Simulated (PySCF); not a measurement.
A side-by-side comparison of computed properties.

First species: C4H8O2.
Cartesian coordinates in Å at the GFN2-xTB level; atoms count from 1:
```xyz
14
C4H8O2 angstrom
C     -1.9440   -0.3626    0.6534
C     -0.6632    0.4347    0.4474
C      0.3880   -0.3719   -0.3089
C      1.6599    0.4067   -0.5182
O      1.8741    1.5292   -0.1505
O      2.5727   -0.3134   -1.1903
H     -2.6755    0.2325    1.1944
H     -2.3757   -0.6502   -0.3028
H     -1.7468   -1.2666    1.2257
H     -0.8795    1.3471   -0.1105
H     -0.2534    0.7346    1.4130
H      0.0165   -0.6734   -1.2912
H      0.6427   -1.2862    0.2324
H      3.3835    0.2043   -1.3159
```

Second species: 1,4-dioxane, C4H8O2.
Geometry (GFN2-xTB, Å), atoms numbered from 1 in this order:
```
atom  x, y, z in Å
C1     0.0698    1.3854    0.0800
C2     1.2805    0.4674    0.2668
O3     0.8791   -0.7894    0.7701
C4    -0.0700   -1.3858   -0.0887
C5    -1.2810   -0.4676   -0.2732
O6    -0.8796    0.7886   -0.7782
H7    -0.3892    1.5868    1.0600
H8     0.3625    2.3256   -0.3890
H9     1.7906    0.3358   -0.6997
H10    1.9772    0.8839    0.9954
H11   -0.3614   -2.3271    0.3789
H12    0.3883   -1.5850   -1.0695
H13   -1.9795   -0.8844   -0.9999
H14   -1.7878   -0.3347    0.6949
```

Levels: CAM-B3LYP/def2-SVPD for dipole moment, HOMO energy, LUMO energy, HOMO–LUMO gap, static isotropic polarisability and electronic spatial extent ⟨r²⟩ about the centre of nuclear charge; TDDFT CAM-B3LYP/def2-SVPD for lowest singlet excitation; TDA CAM-B3LYP/def2-SVPD for lowest triplet excitation (Tamm–Dancoff); GFN2-xTB for rotational constant A and rotational constant C. Geometries: GFN2-xTB. All species are isolated and taken at one optimised geometry, non-relativistic unless stated. Electronic properties by PySCF.

The conformers computed, where there is a choice (atom-mapped SMILES and torsion angles):
- `[CH3:1][CH2:2][CH2:3][C:4](=[O:5])[OH:6]`: C1–C2–C3–C4 180°, C2–C3–C4–O5 0°, H–O6–C4–C3 180°

| property | column X | column Y |
| --- | --- | --- |
| dipole moment | 0.00 D | 1.65 D |
| HOMO energy | -8.44 eV | -9.68 eV |
| LUMO energy | 1.43 eV | 1.04 eV |
| HOMO–LUMO gap | 9.87 eV | 10.72 eV |
| lowest singlet excitation | 6.99 eV | 5.96 eV |
| lowest triplet excitation (Tamm–Dancoff) | 6.80 eV | 5.45 eV |
| static isotropic polarisability | 54.9 au | 56.6 au |
| electronic spatial extent ⟨r²⟩ about the centre of nuclear charge | 499 bohr² | 756 bohr² |
| rotational constant A | 5.150 GHz | 9.117 GHz |
| rotational constant C | 2.756 GHz | 1.584 GHz |

(1) Which column belongs to which species?

(2) How does each property change from the first species to the second?

Answers

(1) Column X is the second species and column Y the first. The first has 14 atoms and 48 electrons, the second 14 and 48.

(2) dipole moment -1.65 D; HOMO energy +1.24 eV; LUMO energy +0.39 eV; HOMO–LUMO gap -0.85 eV; lowest singlet excitation +1.03 eV; lowest triplet excitation (Tamm–Dancoff) +1.35 eV; static isotropic polarisability -1.7 au; electronic spatial extent ⟨r²⟩ about the centre of nuclear charge -257 bohr²; rotational constant A -3.967 GHz; rotational constant C +1.172 GHz.

On the first: No computed singlet falls in the visible range (750 to 380 nm, 1.65 to 3.26 eV); S1 lies 2.70 eV above its blue end.

On the second: No computed singlet falls in the visible range (750 to 380 nm, 1.65 to 3.26 eV); S1 lies 3.73 eV above its blue end. The principal polarisabilities are 50.3, 53.2 and 61.4 au; their mean is the isotropic value.
